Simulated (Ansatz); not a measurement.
A nudged elastic band was laid between two geometries of CH₂NO (5 atoms, charge -1, multiplicity 1).

All numbers below come from Ansatz 0.2.0, RKS CAM-B3LYP-D4/def2-SVP.

| Property | Result |
| --- | --- |
| movable images | 7 |
| climbing image | yes |
| spring | 5.0 eV/Å² |
| optimiser | quadratic models (default) |
| start path | through a guess of the saddle point |
| force threshold | 0.05 eV/Å |
| iteration limit | 60 |
| end points | relaxed |

Image 0:

```xyz
5
Properties=species:S:1:pos:R:3
N -0.080 0.076 -1.005
C 0.226 -0.207 0.241
O 1.084 -0.992 0.680
H -0.838 0.767 -0.962
H -0.392 0.356 1.045
```

Image 8:

```xyz
5
Properties=species:S:1:pos:R:3
N -0.079 0.075 -1.138
C -0.261 0.239 0.132
O 0.667 -0.611 0.836
H -0.765 0.702 -1.577
H 0.439 -0.404 1.746
```

Task: What changes between the two ends?

Result: Bonds broken: C2–H5. Bonds formed: O3–H5.

Task: Give the energies along the band, and the barrier.

Result: The run converged. The highest image is number 5 of 0 to 8, 303.6 kJ/mol above the first end and 121.6 kJ/mol above the last; the last end lies 182.1 kJ/mol above the first. A vibrational analysis at the climbing image gives one clearly imaginary mode, 1868i cm⁻¹: a first-order saddle point. The orbitals stay closed-shell, which can raise the energy where a bond breaks towards radicals; this wasn't checked here. Limits of this set-up: an anion without diffuse functions, the dipole of an ion depends on the origin.

| image | path coordinate (Å) | energy (kJ/mol) | C2–H5 (Å) | O3–H5 (Å) |
| --- | --- | --- | --- | --- |
| 0 | 0.00 | 0.0 | 1.16 | 2.03 |
| 1 | 0.21 | 11.6 | 1.16 | 1.97 |
| 2 | 0.43 | 51.5 | 1.15 | 1.84 |
| 3 | 0.64 | 136.3 | 1.14 | 1.64 |
| 4 | 0.85 | 248.8 | 1.16 | 1.42 |
| 5 | 1.07 | 303.6 | 1.24 | 1.21 |
| 6 | 1.33 | 250.1 | 1.44 | 1.01 |
| 7 | 1.59 | 198.8 | 1.68 | 0.96 |
| 8 | 1.85 | 182.1 | 1.87 | 0.96 |

Task: What is the geometry of the highest image?

Result: 
```xyz
5
Properties=species:S:1:pos:R:3:forces:R:3
N -0.084 0.078 -1.102 0.00 0.00 0.01
C -0.037 0.034 0.188 0.00 0.00 0.00
O 0.861 -0.789 0.831 0.00 0.00 0.00
H -0.822 0.754 -1.335 0.00 0.00 0.00
H 0.081 -0.077 1.418 0.00 0.00 0.00
```

Task: What are the harmonic wavenumbers there?

Result: 1868i, 482, 633, 799, 1058, 1336, 1549, 2589, 3400 cm⁻¹.

Time of the run: 46 s on 1 CPU thread of a shared host.
